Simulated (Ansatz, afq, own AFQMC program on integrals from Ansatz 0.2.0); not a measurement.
## BS, doublet in 6-31G, levels against full CI

```xyz
2

B     0.0000    0.0000    0.0000
S     0.0000    0.0000    1.4650
```

Basis 6-31G. Noble-gas cores (and the filled d shells of Ga–Kr and In–Xe) are frozen. AFQMC by an in-house program on the Cholesky factors that Ansatz 0.2.0 writes for its CCSD(T) run. The CISD trial takes its coefficients from CCSD amplitudes. Released means that phaseless walkers are propagated on without the constraint, phases kept. Error bars are statistical, one sigma.

Determinant: UHF, the one that the program's search chose, which needn't be the lowest solution. The geometry is a point of a scan.

Full CI on the same integrals is exact in this basis and with this determinant's frozen core.

Cautions: unrestricted determinant slightly spin contaminated (⟨S²⟩ 0.84 against 0.75).

* T1 diagnostic: 0.0308
* weight of the determinant in the CISD state: 0.908
* ⟨S²⟩ of the determinant: 0.837
* size of the correlated space: 9 electrons in 16 orbitals

| level | correlation energy (eV) |
| --- | --- |
| MP2 | -2.4578 |
| CCSD | -2.8200 |
| CCSD(T) | -2.9343 |

Q: Estimate where phaseless AFQMC with a CISD trial lies against CCSD(T) on the same integrals.

A: 1.7 ± 0.3 kJ/mol below CCSD(T).

Reference: full CI, correlation energy -2.962 eV. The released energy is read at 2.40 1/Eh (meV from the phaseless value at times in 1/Eh: -5 ± 3 at 0.24, -6.3 ± 2.0 at 0.51, -8.8 ± 1.9 at 0.99, -9.3 ± 2.2 at 1.62, -10.2 ± 2.0 at 2.40).

| level | E − E(reference) (kJ/mol) | share of correlation (%) |
| --- | --- | --- |
| CCSD(T) | 2.7 | 99.06 |
| CCSDT | -0.3 | 100.12 |
| CCSDT(Q) | -0.2 | 100.07 |
| CCSDTQ | 0.0 | 100.01 |
| ph-AFQMC/CISD | 0.9 ± 0.3 | 99.67 |
| released AFQMC | 0.0 ± 0.2 | 100.01 |

CCSDT and higher add their correlation energy to the determinant of the CCSD(T) run, since their own runs factorise the integrals more tightly (a shift of under 2 meV). A walk keeps the symmetry of its determinant, which the program's search chose and which needn't be the lowest solution, so a lower state of the same spin and another symmetry isn't excluded. Released energies are given only where the last usable release times agree within the noise; a slower fall can still hide under it.
